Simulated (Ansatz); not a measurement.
Coupled-cluster run, `CCC(CC)C(C)C`.

```yaml
crystal:
  periodic: [false, false, false]
  atoms:
    - {symbol: C, position_ang: [1.290603, 1.442038, -1.277717]}
    - {symbol: C, position_ang: [1.273313, 0.846796, 0.121400]}
    - {symbol: C, position_ang: [0.034252, 0.010016, 0.456028]}
    - {symbol: C, position_ang: [-1.244162, 0.853081, 0.451497]}
    - {symbol: C, position_ang: [-1.185056, 2.108148, 1.306865]}
    - {symbol: C, position_ang: [-0.111235, -1.233633, -0.439647]}
    - {symbol: C, position_ang: [-1.255261, -2.133874, 0.014187]}
    - {symbol: C, position_ang: [1.172121, -2.052479, -0.507463]}
    - {symbol: H, position_ang: [2.193145, 2.037133, -1.434740]}
    - {symbol: H, position_ang: [1.271256, 0.668539, -2.049594]}
    - {symbol: H, position_ang: [0.433525, 2.097864, -1.450615]}
    - {symbol: H, position_ang: [1.356548, 1.653625, 0.855139]}
    - {symbol: H, position_ang: [2.168117, 0.236003, 0.266642]}
    - {symbol: H, position_ang: [0.176306, -0.357840, 1.484031]}
    - {symbol: H, position_ang: [-1.496358, 1.124026, -0.580792]}
    - {symbol: H, position_ang: [-2.072993, 0.236391, 0.806685]}
    - {symbol: H, position_ang: [-0.874103, 1.874136, 2.329576]}
    - {symbol: H, position_ang: [-0.485434, 2.847409, 0.910857]}
    - {symbol: H, position_ang: [-2.165820, 2.586278, 1.361990]}
    - {symbol: H, position_ang: [-0.344720, -0.888125, -1.455664]}
    - {symbol: H, position_ang: [-2.228461, -1.646605, -0.055484]}
    - {symbol: H, position_ang: [-1.299123, -3.036936, -0.599833]}
    - {symbol: H, position_ang: [-1.110353, -2.448451, 1.053301]}
    - {symbol: H, position_ang: [1.994051, -1.506690, -0.973461]}
    - {symbol: H, position_ang: [1.014330, -2.964668, -1.088288]}
    - {symbol: H, position_ang: [1.495503, -2.352182, 0.495088]}
basis:
  gaussian: {orbitals: def2-TZVPP}
correlation: {method: ccsd_t}
```

```sh
$ ansatz run in.yaml --threads 6 --pin off --events-out ev --progress --plain --backend cuda
```

Log, shortened:

```
Functional definition: HF
2872 factors; integrals over basis functions are off by at most 1.2e-3 eV
mean field evaluation 1: about -8524.0398 eV, gradient 5.1e1 eV
mean field evaluation 2: about -8524.3915 eV, gradient 5.1e1 eV
mean field evaluation 4: about -8531.7752 eV, gradient 5.8e0 eV
mean field evaluation 8: about -8531.8914 eV, gradient 3.0e-1 eV
mean field -8531.89176244 eV, -313.5412391459 hartree, gradient 1.7e-6 eV, S^2 0.000000; 0 other end points of the search recorded, 0 dependent functions left out
8 core orbitals not correlated: weight in the atoms' cores, before any rotation towards them, 1.000 or more for the frozen orbitals, at most 0.000 for the correlated occupied ones
reference -8531.89176244 eV, -313.5412391459 hartree; 25, 25 occupied and 467, 467 virtual orbitals, 2872 factors
second order -38.81802024 eV of doubles, -0.00000000 eV of singles
cycle   1  -40.18148261 eV  change    -1.4e0 eV  update   1.2e-1
cycle   2  -41.10708146 eV  change   -9.3e-1 eV  update   3.2e-2
cycle   3  -41.23871585 eV  change   -1.3e-1 eV  update   1.2e-2
cycle   4  -41.23535446 eV  change    3.4e-3 eV  update   2.6e-3
cycle   5  -41.23614610 eV  change   -7.9e-4 eV  update   8.4e-4
cycle   6  -41.23644087 eV  change   -2.9e-4 eV  update   2.0e-4
cycle   7  -41.23639877 eV  change    4.2e-5 eV  update   5.9e-5
perturbative correction -1.64096201 eV, -0.0603042416 hartree
Total energy: -8574.76912323 eV, -315.1169530913 hartree
```

It took 22 s on 6 threads of an AMD EPYC 7R13 on a shared host and a share of an NVIDIA H100 80 GB, with 2.7 GiB of host memory at the peak.

MP2 recovers 90.5 % of the CCSD(T) correlation energy and the triples give 3.8 %; T1 = 0.0087.
